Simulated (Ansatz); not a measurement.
**B₂H₂ (triplet): from Hartree-Fock to the top rungs, def2-TZVPP**

The task here is to estimate one member of a computed series from the others.

Method: def2-TZVPP, core rule «outside noble gas», up to 2 orbitals frozen; program: Ansatz 0.2.0, Gaussian basis.

To be run: UHF; ROHF; CCSD(T) on UHF.

2 further runs of the same task are left out: 2 set aside as unsound or not needed.

## The geometry

The geometry is a PBE0/def2-TZVP stationary point (not a proven minimum) of the parent state, kept for this charge and spin.

4 atoms, charge 0, spin multiplicity 3.

Atoms are counted from 1 here; the program's logs count them from 0.

Bond lengths: B1–B2 1.525 Å, B1–H3 1.176 Å, B2–H4 1.176 Å. Angles: B2–B1–H3 180.0°, B1–B2–H4 180.0°.

As a file:

| atom | x (Å) | y (Å) | z (Å) |
| --- | --- | --- | --- |
| B1 | 0.0000 | 0.0000 | 0.7625 |
| B2 | 0.0000 | 0.0000 | -0.7625 |
| H3 | 0.0000 | 0.0000 | 1.9383 |
| H4 | 0.0000 | 0.0000 | -1.9383 |

Set-up of the first run:

File in.yaml:

```yaml
crystal:
  periodic: [false, false, false]
  atoms:
    - {symbol: B, position_ang: [0.000000, 0.000000, 0.762520]}
    - {symbol: B, position_ang: [0.000000, 0.000000, -0.762520]}
    - {symbol: H, position_ang: [0.000000, 0.000000, 1.938254]}
    - {symbol: H, position_ang: [0.000000, 0.000000, -1.938254]}
basis:
  gaussian: {orbitals: def2-TZVPP}
magnetization: {spin_polarized: true, initial_magnetization: 2}
hamiltonian: {xc: hf}
output: {orbitals: {seedname: orbitals}}
```

Started as:

```bash
> ansatz run in.yaml --threads 1 --pin off --events-out ev --progress --plain --max-ram 3968MiB --backend cpu
```

Among the steps run: UHF; ROHF; CCSD(T) on UHF.

One table of the session follows, with a row left open; its other results are not shown here.

| method | from UCCSD(T) (meV) |
| --- | --- |
| ROHF | +5272.1 |
| UHF | ? |
| UMP2 | +937.6 |
| UCCSD | +179.1 |
| UCCSD(T) | 0 |

**Question.** Estimate the row for UHF.

**Answer.** from UCCSD(T) (meV): +5174.6. In the column «from UCCSD(T) (meV)» it lies between UMP2 (+937.6) and ROHF (+5272.1).
